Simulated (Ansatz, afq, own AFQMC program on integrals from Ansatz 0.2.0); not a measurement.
## CHAl, triplet: AFQMC among the cluster methods

```yaml
atoms:
  - { symbol: Al, position_ang: [0.0000, 0.0000, 0.8617] }
  - { symbol: C, position_ang: [0.0000, 0.0000, -3.3243] }
  - { symbol: H, position_ang: [0.0000, 0.0000, 2.4626] }
```

Connectivity, by distances: AlH ··· C.

Basis 6-31G. Only valence electrons are correlated. Ansatz 0.2.0 and our own AFQMC program on the same integrals; the CISD trial comes from CCSD amplitudes, and released means the phaseless constraint is let go. ± is one standard error of the sampling.

Determinant: UHF, the one that the program's search chose, which needn't be the lowest solution. The geometry is a point of a scan.

Full CI on the same integrals is exact in this basis and with this determinant's frozen core.

Cautions: lower spins were not checked; the determinant is a saddle point among determinants of its kind.

* T1 diagnostic: 0.0109
* weight of the determinant in the CISD state: 0.908
* ⟨S²⟩ of the determinant: 2.003
* size of the correlated space: 8 electrons in 18 orbitals

Reference: full CI, correlation energy -2.280 eV. The released energy is read at 2.40 1/Eh (meV from the phaseless value at times in 1/Eh: 0.4 ± 1.2 at 0.24, -2.0 ± 0.8 at 0.51, -3.8 ± 1.0 at 0.99, -6.8 ± 1.0 at 1.62, -5.7 ± 1.2 at 2.40).

```csv
level,E − E(reference) (meV),share of correlation (%)
HF,2280.0,0.00
MP2,848.6,62.78
CCSD,28.8,98.74
CCSD(T),10.0,99.56
CCSDT,1.8,99.92
CCSDT(Q),0.6,99.97
CCSDTQ,0.0,100.00
ph-AFQMC/CISD,8.6 ± 1.1,99.62
released AFQMC,2.9 ± 1.2,99.87
```

CCSDT and higher add their correlation energy to the determinant of the CCSD(T) run, since their own runs factorise the integrals more tightly (a shift of under 2 meV). A walk keeps the symmetry of its determinant, which the program's search chose and which needn't be the lowest solution, so a lower state of the same spin and another symmetry isn't excluded. Released energies are given only where the last usable release times agree within the noise; a slower fall can still hide under it.
